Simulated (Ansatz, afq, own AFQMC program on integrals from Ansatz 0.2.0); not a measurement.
## Atomization energy of CH₄Ge, singlet

```json
{"atom": "Ge", "x (Å)": "0.0000", "y (Å)": "-0.0285", "z (Å)": "0.3488"}
{"atom": "C", "x (Å)": "0.0000", "y (Å)": "0.0248", "z (Å)": "-1.6402"}
{"atom": "H", "x (Å)": "0.0000", "y (Å)": "1.5666", "z (Å)": "0.4808"}
{"atom": "H", "x (Å)": "0.0000", "y (Å)": "-0.9687", "z (Å)": "-2.0883"}
{"atom": "H", "x (Å)": "0.8762", "y (Å)": "0.5814", "z (Å)": "-1.9908"}
{"atom": "H", "x (Å)": "-0.8762", "y (Å)": "0.5814", "z (Å)": "-1.9908"}
```

Connectivity, by distances: GeH–CH3.

Atoms in their ground-state spins without spin–orbit coupling (mostly on UHF) minus the molecule (RHF), without zero-point energy. The geometry is a stationary point, not shown to be a minimum.

Basis cc-pVDZ. Only valence electrons are correlated. Ansatz 0.2.0 and our own AFQMC program on the same integrals; the CISD trial comes from CCSD amplitudes, and released means the phaseless constraint is let go. Free AFQMC starts from the CCSD state and is never constrained. Its projection time is finite, and what remains of the start isn't in its error. ± is one standard error of the sampling. No spin–orbit coupling. The errors of all members are added in quadrature.

No full CI on the walks' own integrals is used here; CCSDT(Q) serves as the reference and is uncertain by about the last step of the cluster series. Each member takes its own surest rung, up to full CI.

The best estimate is CCSD(T) at the basis-set limit (CBS: def2-TZVPP and def2-QZVPP, with their diffuse functions for anions and beside diffuse sets, CCSD(T) itself extrapolated) plus the step from CCSD(T) to CCSDT(Q) in cc-pVDZ. Rows without CBS are in cc-pVDZ, the functionals in def2-TZVP; B2PLYP and the wave-function rows carry a basis error of their own. Core correlation and relativity beyond core potentials are missing, and ± holds the sampling alone.

Cautions: inner d shell frozen; no relativity below Rb; no spin-orbit coupling; CH₄Ge (singlet): restricted determinant unstable towards unrestricted (UHF 30 meV lower, ⟨S²⟩ 0.24); other spins of the molecule weren't checked.

```tsv
level	atomization energy (kJ/mol)
MP2	1704.0
B2PLYP	1826.9
HF	1346.2
```

Question: From these cheaper values, estimate the atomization energy at the level of the best estimate.

Answer: 1856.3 kJ/mol (best estimate, highest rung CCSDT(Q)).

```
         level  atomization energy (kJ/mol)  error against the best estimate (kJ/mol)
          CCSD                       1704.6                                    -151.7
       CCSD(T)                       1718.5                                    -137.8
         CCSDT                       1719.1                                    -137.2
      CCSDT(Q)                       1720.0                                    -136.3
 ph-AFQMC/CISD                 1719.6 ± 1.0                              -136.7 ± 1.0
released AFQMC                 1721.4 ± 1.5                              -134.9 ± 1.5
    free AFQMC                 1720.6 ± 2.2                              -135.7 ± 2.2
        HF/CBS                       1372.6                                    -483.7
       MP2/CBS                       1843.6                                     -12.7
   CCSD(T)/CBS                       1854.8                                      -1.5
           PBE                       1863.4                                       7.2
        r2SCAN                       1853.1                                      -3.2
          PBE0                       1843.5                                     -12.7
         B3LYP                       1850.8                                      -5.5
       wB97M-V                       1857.6                                       1.3
```

Correlation beyond CCSD(T) adds 1.5 kJ/mol. Going to the basis-set limit adds 136.3 kJ/mol at CCSD(T). The perturbative (T) step is worth +13.9 kJ/mol.

Best estimates are given only where the step beyond CCSD(T) is under 0.3 eV and no member's determinant is very poor (T1 over 0.05, or 0.07 for open shells, ⟨S²⟩ too high by 0.3, two states mixed), so the hardest cases are missing from such tables.

The functionals ran in a triple-zeta set and keep a basis error of their own, a few kJ/mol for each bond in atomization energies and more for double hybrids, so close places among them and the extrapolated levels can swap.

CCSDT and higher add their correlation energy to the determinant of the CCSD(T) run, since their own runs factorise the integrals more tightly (a shift of under 2 meV). Free projections are given only where their last times agree within the noise and don't stop above the reference; a slow remainder of the start can still hide under it. Each member of a difference takes its own highest rung, so a best estimate needn't equal the limit plus the step of one row. A walk keeps the symmetry of its determinant, which the program's search chose and which needn't be the lowest solution, so a lower state of the same spin and another symmetry isn't excluded. Released energies are given only where the last usable release times agree within the noise; a slower fall can still hide under it.
